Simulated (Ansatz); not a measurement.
Geometry optimisation, UKS PBE0-D4/6-31G in Ansatz.

The input (input.yaml):

```yaml
crystal:
  periodic: [false, false, false]
  atoms:
    - { symbol: "N", position_ang: [-0.64836, 0.82859, -0.79869] }
    - { symbol: Mg, position_ang: [0.88511, 0.06909, -0.05402] }
    - { symbol: Cl, position_ang: [1.34466, -1.40527, 1.41244] }
    - { symbol: H, position_ang: [-1.58141, 0.50759, -0.55973] }
magnetization:
  spin_polarized: true
  initial_magnetization: 1
basis:
  gaussian: { orbitals: "6-31G" }
hamiltonian:
  xc: pbe0
  dispersion: d4
relax:
  f_tol: 0.02
  max_steps: 40
```

Launched with:

```bash
$ ansatz run input.yaml --threads 1 --pin off --max-ram 2048MiB --backend cpu --events-out ev --progress --plain --runs-dir out
```

Question: Where does it end, and by what steps?

Answer: It converged. Limits of this set-up: no polarisation functions. After 8 steps the energy has fallen by 0.568 eV; H4 moved furthest, 0.83 Å.

```
step  energy less start (eV)  largest force component (eV/Å)  accepted
   0                  0.0000                           1.222       yes
   1                 -0.2740                           0.400       yes
   2                 -0.4094                           0.245       yes
   3                 -0.4769                           0.142       yes
   4                 -0.5133                           0.655       yes
   5                 -0.5573                           0.194       yes
   6                 -0.5681                           0.051       yes
   7                 -0.5682                           0.090       yes
   8                 -0.5685                           0.008       yes
```

```xyz
4
Properties=species:S:1:pos:R:3
N -0.871 0.613 -0.624
Mg 0.434 -0.305 0.311
Cl 2.024 -1.421 1.448
H -1.587 1.113 -1.134
```

Whether the end is a true minimum wasn't checked by a vibrational analysis.

Time of the run: 2 min on 1 thread of Arm Neoverse V1, with other jobs on the host, peak memory 0.13 GiB.
